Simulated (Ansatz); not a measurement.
**C3H7FS: basis-set convergence**

The task here is to estimate one member of a computed series from the others.

The runs use Ansatz 0.2.0, Gaussian basis; one geometry, several basis sets.

The runs, in order: PBE0-D4/def2-SVP; ωB97M-V/def2-SVP; PBE0-D4/def2-QZVPP; ωB97M-V/def2-QZVPP; the functionals' def2-TZVPP values are taken from earlier runs.

## The geometry

An earlier PBE0-D4 in a triple-zeta def2 set relaxation fixed the geometry.

SMILES `FCCCS`, 12 atoms, charge 0, spin multiplicity 1.

Atoms are counted from 1 here; the program's logs count them from 0.

Bond lengths: F1–C2 1.388 Å, C2–C3 1.506 Å, C2–H6 1.093 Å, C2–H7 1.093 Å, C3–C4 1.520 Å, C3–H8 1.095 Å, C3–H9 1.096 Å, C4–S5 1.813 Å, C4–H10 1.090 Å, C4–H11 1.092 Å, S5–H12 1.343 Å. Angles: F1–C2–C3 109.7°, F1–C2–H6 107.6°, F1–C2–H7 107.6°, C3–C2–H6 111.2°, C3–C2–H7 111.1°, H6–C2–H7 109.5°, C2–C3–C4 113.7°, C2–C3–H8 108.3°, C2–C3–H9 108.8°, C4–C3–H8 110.2°, C4–C3–H9 108.8°, H8–C3–H9 106.9°, C3–C4–S5 114.8°, C3–C4–H10 110.9°, C3–C4–H11 110.0°, S5–C4–H10 109.0°, S5–C4–H11 104.6°, H10–C4–H11 107.1° and more.

Set-up of the first run:

in.yaml reads:

```yaml
crystal:
  periodic: [false, false, false]
  atoms:
    - {symbol: F, position_ang: [-1.529699, 1.565829, -0.270693]}
    - {symbol: C, position_ang: [-0.153521, 1.391285, -0.314840]}
    - {symbol: C, position_ang: [0.248708, 0.280144, 0.619412]}
    - {symbol: C, position_ang: [-0.339148, -1.071837, 0.249355]}
    - {symbol: S, position_ang: [0.222634, -1.735265, -1.341424]}
    - {symbol: H, position_ang: [0.116424, 1.156624, -1.348089]}
    - {symbol: H, position_ang: [0.309302, 2.338081, -0.023224]}
    - {symbol: H, position_ang: [1.342479, 0.224373, 0.636778]}
    - {symbol: H, position_ang: [-0.072967, 0.539431, 1.634392]}
    - {symbol: H, position_ang: [-0.144125, -1.808055, 1.029773]}
    - {symbol: H, position_ang: [-1.423439, -0.992327, 0.146383]}
    - {symbol: H, position_ang: [1.500353, -1.943382, -0.983924]}
basis:
  gaussian: {orbitals: def2-SVP}
hamiltonian: {xc: pbe0, dispersion: d4}
output: {orbitals: {seedname: orbitals}}
```

Steps of the session up to this table: PBE0-D4 in def2-SVP; ωB97M-V in def2-SVP; PBE0-D4 in def2-QZVPP; ωB97M-V in def2-QZVPP.

One of the session's tables, all rows but one given; the rest of the session is left out.

It belongs to the step «Density functionals: the series». 

```
functional       basis  HOMO (eV)  LUMO (eV)
   PBE0-D4    def2-SVP      -6.81       0.96
   PBE0-D4  def2-TZVPP      -6.95       0.43
   PBE0-D4  def2-QZVPP      -6.98       0.18
   ωB97M-V    def2-SVP      -9.04       2.86
   ωB97M-V  def2-TZVPP      -9.19       2.14
   ωB97M-V  def2-QZVPP          ?          ?
```

**Question.** Estimate the row for ωB97M-V, def2-QZVPP.

The run gave: HOMO (eV): -9.23; LUMO (eV): 1.62. In the column «HOMO (eV)» it is the lowest.
